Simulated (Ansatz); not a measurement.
# A geometry optimisation of CH6BSi+ with PBE0-D3(BJ)/def2-SVP

The starting geometry of this gas-phase singlet is a saddle point at PBE0-D3(BJ)/def2-SVP, pushed by 0.25 Å along its imaginary mode; its bonds are those of `C[B+][SiH3]`.

| atom | x (Å) | y (Å) | z (Å) |
| --- | --- | --- | --- |
| C | 0.5169 | 0.3039 | -2.3341 |
| B | -0.4624 | -0.6963 | -1.9092 |
| Si | -1.8261 | -2.0909 | -1.3317 |
| H | 0.7905 | 0.1387 | -3.4427 |
| H | 0.0723 | 1.3526 | -2.2224 |
| H | 1.4553 | 0.2228 | -1.7025 |
| H | -2.4133 | -2.5716 | -2.6122 |
| H | -0.9957 | -3.1033 | -0.5987 |
| H | -2.7535 | -1.3056 | -0.4556 |

**Question.** Predict what becomes of its bonds when it is optimised with PBE0-D3(BJ)/def2-SVP.

**Answer.** It keeps its bonds, and is `C[B+][SiH3]`.

The energy falls by 0.07 eV over 23 steps:

```
step  E − E(last) (eV)
   1             0.065
   3             0.001
   6             0.001
   8             0.001
  11             0.001
  13             0.000
  16             0.000
  18             0.000
  21             0.000
  23             0.000
```

Final geometry (Å):

```
atom    x (Å)    y (Å)    z (Å)
   C   0.5171   0.3072  -2.3416
   B  -0.4670  -0.7006  -1.9136
  Si  -1.8179  -2.0834  -1.3263
   H   1.0423  -0.0339  -3.2574
   H   0.0113   1.2701  -2.5602
   H   1.2686   0.4742  -1.5428
   H  -2.5809  -2.3869  -2.5674
   H  -0.9826  -3.2089  -0.8263
   H  -2.6067  -1.3875  -0.2736
```

Frequencies at the end are all real (lowest 37 cm⁻¹). Run with Ansatz 0.2.0, 2.2 min on 1 thread of Intel(R) Xeon(R) Processor @ 2.50GHz (Skylake/Cascade Lake) (shared host).
